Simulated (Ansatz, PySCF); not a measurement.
Species: C₂H₆N, charge 0, multiplicity 2. It need not be the lowest isomer of its formula. SMILES: C[CH]N
Structure (B3LYP-D3(BJ)/def2-TZVP (Ansatz, an electronic-structure program) minimum search):
```
C
H 1 1.0829
N 1 1.3979 2 114.75
H 3 1.0094 1 115.11 2 -39.55
H 3 1.0112 4 111.01 1 132.42
C 1 1.4864 2 119.59 3 148.01
H 6 1.0903 1 110.78 2 37.82
H 6 1.0964 7 107.50 1 -121.96
H 6 1.1019 7 107.53 8 -114.43
```
Charge 0, spin multiplicity 2.


Wanted: enthalpy of formation at 298 K (from the atomisation energy, B3LYP-D3(BJ)/def2-TZVP harmonic zero-point and thermal terms from PySCF, and the atoms' enthalpies of formation in the G2/97 table; no spin-orbit terms, and no core term in the frozen-core levels), in kJ/mol. Correlated levels leave the core frozen unless marked. UHF or UKS for open shells. No spin-orbit coupling. No relativistic terms. The coupled-cluster limit lacks core correlation, which all-electron functionals hold. Basis-set limits of correlation are two-point, X^-3; Hartree-Fock from the larger set. [CCSD(T)-MP2]/basis is that difference in the basis named.

| level | program | enthalpy of formation at 298 K (kJ/mol) | minus last row |
|---|---|---|---|
| HF-D4/def2-TZVPD | PySCF + dftd4 | 972.9 | 851.3 |
| PBE/def2-TZVPD | Ansatz | 41.7 | -79.9 |
| BLYP/def2-TZVPD | Ansatz | 120.3 | -1.3 |
| TPSS/def2-TZVPD | PySCF | 84.8 | -36.8 |
| B97M-V/def2-TZVPD | Ansatz | 116.9 | -4.7 |
| BHLYP-D4/def2-TZVPD | Ansatz + dftd4 | 187.8 | 66.2 |
| TPSSh-D3(BJ)/def2-TZVPD | PySCF + dftd3 | 83.9 | -37.7 |
| TPSSh/def2-TZVPD | PySCF | 97.2 | -24.4 |
| MN15/def2-TZVPD | PySCF | 117.9 | -3.7 |
| LC-wPBE-D4/def2-TZVPD | Ansatz + dftd4 | 97.9 | -23.7 |
| SCS-MP2/aug-cc-pVDZ | Ansatz | 327.0 | 205.4 |
| SCS-MP2/cc-pVDZ | Ansatz | 376.0 | 254.4 |
| CCSD/STO-3G | Ansatz | 215.1 | 93.5 |
| CCSD/cc-pVDZ | Ansatz | 411.9 | 290.3 |
| RI-MP2/CBS(cc-pVTZ,cc-pVQZ)+[CCSD(T)-MP2]/cc-pVTZ | Ansatz | 121.6 | 0.0 |
